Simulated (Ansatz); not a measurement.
Q: Name a neutral molecule of C, N, O and H with LUMO energy (ωB97M-V/def2-TZVPP) between 1.15 and 1.45 eV and ideal-gas entropy at 298 K and 1 bar (rigid rotor, harmonic PBE0-D4/def2-TZVP) between 304 and 320 J/(mol·K) (Ansatz, PBE0-D4/def2-TZVP geometry).

A: `NC1CC1=O` (1.20 eV, 306 J/(mol·K)); `NCC=C=O` (1.41 eV, 318 J/(mol·K)); `C=NC(O)O` (1.36 eV, 311 J/(mol·K)). Other molecules can fit too; these were computed, each in one conformer that needn't be the lowest.
